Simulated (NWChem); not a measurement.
**Total energies of NO (-1)**

```
N
O 1 1.2544
```
Charge -1, spin multiplicity 3.

All runs are NWChem calculations. Structure: optimised with UPBE0/def2-SVP, a minimum by its harmonic frequencies.

Basis set: def2-SVPD (43 functions).

```tsv
method	total energy (Ha)
UHF	-129.13603
UMP2	-129.46292
UB2PLYP	-129.69084
UPBE	-129.66906
UB3LYP	-129.80390
UBP86	-129.80894
```

Total energies of different functionals aren't comparable as a measure of quality: only differences taken within one method are. 

The correlated methods keep 2 core orbitals frozen. B3LYP has NWChem's definition, with VWN1-RPA local correlation. The structure started from a generated list of species. The unpaired electrons of the parent sit in orbitals of symmetry b1 and b2 (C2v labels of the run); other states weren't searched. The anion's geometry comes from a basis without diffuse functions. The stability of the SCF solutions was not checked. Open-shell Hartree-Fock references start from PBE0 orbitals.
